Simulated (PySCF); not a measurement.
Compound: C₄H₃FN (charge -1).
Structure used (PBE0-D3(BJ)/def2-SVP), in Å, numbered top down from 1:
```
atom  x, y, z in Å
F1     2.6111   -0.1178    0.1170
C2     1.2564   -0.0476    0.0002
C3     0.5348    1.1148   -0.2759
C4    -0.8163    0.6635   -0.2937
C5    -0.7575   -0.7077   -0.0274
N6     0.5237   -1.1407    0.1545
H7     0.9248    2.1210   -0.4377
H8    -1.7100    1.2671   -0.4775
H9    -1.5967   -1.4094    0.0421
```

Computed at PBE0/pcSseg-1 (PySCF, non-relativistic), with Q(14N) = 0.02044 b: N6, 14N (I = 1): χzz = -3.608 MHz, η = 0.340.

Q: Find the zero-field quadrupole resonance frequencies of 14N at N6.

A: From ν± = (3/4)|χ|(1 ± η/3) and ν0 = |χ|η/2: ν+ 3.012 MHz, ν− 2.399 MHz, ν0 0.613 MHz (two-coordinate ring nitrogen).

In a crystal, neighbours and librations shift these lines. Isolated species at its PBE0-D3(BJ)/def2-SVP geometry, gas phase. The pcSseg-1 basis has no diffuse functions, a weakness for an anion. A larger basis could move these couplings by a tenth or more.

These values come from a run that also computed NMR shieldings. On an Arm Neoverse V1 with one thread, shared host, this took 7.5 s.
